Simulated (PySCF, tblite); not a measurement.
**C5H10N radical: geometry, infrared bands and EPR parameters**

What infrared bands and EPR parameters should C5H10N radical (`[CH2]N1CCCC1`) show?

Programs: tblite 0.8.0 and PySCF 2.14.0, with density-fitted response routines of our own. Each step states its level of theory. These are calculated values for one molecule in the gas phase, unless marked as measured. Atoms count from 0, in the outputs and in this text.

### Step 1. Starting geometry

16 atoms, charge 0, multiplicity 2; geometry from: force field or distance geometry start.

Bonds of the start (Å): C0–N1 1.48, N1–C2 1.47, C2–C3 1.54, C3–C4 1.51, C4–C5 1.52, C5–N1 1.45, C0–H6 1.08, C0–H7 1.09, C2–H8 1.10, C2–H9 1.09, C3–H10 1.10, C3–H11 1.10, C4–H12 1.10, C4–H13 1.10, C5–H14 1.09, C5–H15 1.11.

### Step 2. Relaxing the molecule with GFN2-xTB

Job settings and geometry (Å):

```
{"job": {"kind": "relax", "xc": "GFN2-xTB", "basis": "xTB"}, "charge": 0, "multiplicity": 2}
C      2.173900    -0.576600    -0.188000
N      0.701300    -0.508900    -0.347200
C      0.000100    -0.726500     0.923300
C     -1.419600    -0.243300     0.586400
C     -1.260100     0.726100    -0.557200
C      0.230100     0.770900    -0.853400
H      2.623500    -1.231900     0.539500
H      2.824200    -0.035600    -0.868100
H      0.412600    -0.114400     1.732200
H     -0.003200    -1.772600     1.239600
H     -1.896300     0.219900     1.459300
H     -2.052800    -1.095800     0.286300
H     -1.653700     1.721100    -0.303900
H     -1.807400     0.360100    -1.440200
H      0.432900     0.900500    -1.918300
H      0.686900     1.615900    -0.301600
```

On the command line:

```
OMP_NUM_THREADS=1 python probes_run.py task.json out
```

This one command runs all jobs of the session in turn.

**Question.** This job is followed by: GFN2-xTB harmonic vibrations, gas phase; UKS B3LYP, pcH-1 on C H N, non-relativistic, mean-field spin-orbit, GIAO. Predict these results of the whole session: strongest single infrared mode (GFN2-xTB); zero-point energy (GFN2-xTB); g(iso) (B3LYP); ⟨S²⟩; largest a(iso) (averaged by class); surface potential, 1st and 99th percentile.

As calculated:

```
                                 quantity                  value
strongest single infrared mode (GFN2-xTB)  2822 cm⁻¹, 121 km/mol
             zero-point energy (GFN2-xTB)          87.9 kcal/mol
                           g(iso) (B3LYP)                2.00280
                                     ⟨S²⟩     0.753 (exact 0.75)
       largest a(iso) (averaged by class)   13C on C0, 118.5 MHz
    surface potential, 1st and 99th percentile     -1.15 V and 0.65 V
```

Over 58 steps the energy fell by 0.367 eV; of the close pairs, C0–N1 changed most, 1.483 to 1.382 Å. The lowest mode is imaginary (80i cm⁻¹), so the xTB geometry is not a minimum. The strongest single mode, at 2822 cm⁻¹, moves mainly H8 and H15. GFN2-xTB is a fitted tight-binding method: band positions and strengths are rough. Its intensities can rank the bands wrongly. Most of the unpaired spin sits on C0 (0.82 e). The isotropic g lies 0.5 ppt above the free-electron value.
